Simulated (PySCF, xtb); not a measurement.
Homolysis of single bonds, series In F-NH2. Isolated molecules, 0 K electronic values unless said otherwise. One relaxed conformer stands for each flexible species; it need not be the lowest. Strings in code marks are SMILES.

Quantity: homolytic bond dissociation enthalpy at 298 K (no spin–orbit term), in eV. Thermal and zero-point terms are GFN2-xTB rigid-rotor harmonic values (xtb).

Level 1: PBE-D3(BJ)/def2-TZVP // PBE0-D3(BJ)/def2-TZVP (PySCF)
Level 2: PBE0-D3(BJ)/def2-TZVP (PySCF)
Level 3: ωB97X-D3(BJ)/def2-TZVP // PBE0-D3(BJ)/def2-TZVP (PySCF)
Level 4: PBE/6-31G* (LANL2DZ on In) // PBE0-D3(BJ)/def2-TZVP (PySCF)

```tsv
species	level 1	level 2	level 3	level 4
F–In bond of `[F][In]([F])[F]`, giving `[F]` and `[F][In][F]`	4.41	4.22	4.44	5.10
N–In bond of `[NH2][In]([NH2])[NH2]`, giving `[NH2]` and `[NH2][In][NH2]`	2.93	2.97	3.23	3.14
N–In bond of `[NH2][In]([F])[F]`, giving `[F][In][F]` and `[NH2]`	2.86	2.85	3.07	3.29
```
